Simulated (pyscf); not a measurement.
HO–Sn(OH)(OH)–OH (SMILES [OH][Sn]([OH])([OH])[OH]) + HCl (SMILES Cl) -> HO–Sn(OH)(OH)–Cl (SMILES [OH][Sn]([OH])([OH])[Cl]) + H₂O (SMILES O) (four-centre exchange; singlet surface; O–Sn, Cl–H broken, Cl–Sn, H–O formed). Single points on ωB97X-D3(BJ)/def2-SVP structures (PySCF, gas phase). Energies in kJ/mol from the separated reactants.

```
level                      barrier  reaction energy
----------------------  ----------  ---------------
ωB97X-D3(BJ)/def2-TZVP  (withheld)            -67.3
r²SCAN/def2-TZVP             -26.9            -58.9
B3LYP-D3(BJ)/def2-TZVP       -16.9            -60.1
M06-2X/def2-TZVP             -18.7            -57.8
ωB97M-D3(BJ)/def2-TZVP       -10.5            -57.8
HF/def2-TZVP            (withheld)       (withheld)
```

### Question
What belongs in the gaps?

### Answer

- ωB97X-D3(BJ)/def2-TZVP, barrier: -20.3
- HF/def2-TZVP, barrier: 44.3
- HF/def2-TZVP, reaction energy: -64.5

On the reactant side the descent ends in a complex, 32.8 kJ/mol under the separated species and 12.5 kJ/mol under the saddle at ωB97X-D3(BJ)/def2-TZVP. On the product side the descent ends in an adduct with a O–Sn contact (not fully relaxed), 67.8 kJ/mol under the separated species and 114.8 kJ/mol under the saddle at ωB97X-D3(BJ)/def2-TZVP. At ωB97X-D3(BJ), r²SCAN, B3LYP-D3(BJ), M06-2X, ωB97M-D3(BJ) the saddle lies under the separated reactants, which points to a path from their complex (located at ωB97X-D3(BJ) alone). What is counted as broken (O–Sn) persists as a longer contact in the product adduct; parting that adduct is a step of its own. One saddle was located; it need not be the lowest between these sides. Elements past Kr carry the def2 core potentials, without spin-orbit coupling.
